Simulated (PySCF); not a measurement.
Structure from 2D NMR

Compound of formula C3H6O. Correlations simulated from computed shifts and couplings:

HSQC (one-bond C–H):
```tsv
δH	δC	1J(C,H) (Hz)
3.56	51.5	185
0.44	10.6	169
0.42	10.6	168
```

COSY cross peaks (|J| ≥ 2 Hz):
```tsv
δH	δH	abs. J (Hz)	bonds
3.56	0.44	3.1	3
3.56	0.42	6.8	3
0.44	0.42	7.5	3
```

HMBC (two and three bonds, |J| ≥ 2.5 Hz):
```tsv
δH	δC [abs. J in Hz]
0.44	51.5 [3.9]
0.42	10.6 [2.6]
```

All values are calculated (PySCF): geometry: PBE0-D3(BJ)/def2-SVP, J couplings at B3LYP/pcJ-1 (without the spin–dipole term), NMR shieldings at PBE/pcSseg-2/GIAO. No relativistic terms, gas phase, equivalent nuclei averaged, a single conformation.

Scale: 1H and 13C vs TMS (reference shieldings calculated alike).

Exchangeable hydrogens are left out of these lists, and C,H couplings along chains are those of one rotamer, so weak HMBC peaks may be missing or extra.

**Question.** Assemble the structure.

**Answer.** `OC1CC1`.

Structure with atom numbers: `[OH:1][CH:2]1[CH2:3][CH2:4]1`. Each H is labelled by its parent atom. Ha(C3), Ha(C4) are cis to O1 on the ring; Hb(C3), Hb(C4) are trans to O1 on the ring.

- δC 51.5 is C2, a three-membered-ring carbon (δH 3.56).
- δC 10.6 is C3/C4, a three-membered-ring carbon (δH 0.42, 0.44).
- COSY links 3.56–0.44, 3.56–0.42, 0.44–0.42.

OH and NH positions are those of a molecule without intermolecular hydrogen bonds; in solution they move with solvent, concentration and temperature, and exchange usually removes their couplings. Unscaled 3J(H,H) at this level run about 10 % above measured values. Shifts are as computed, not scaled to solution data. Of 1211 compounds with measured shifts, 218 miss one by over three times the rms of a fit or turn the order of signals round; such compounds aren't used in these exercises.
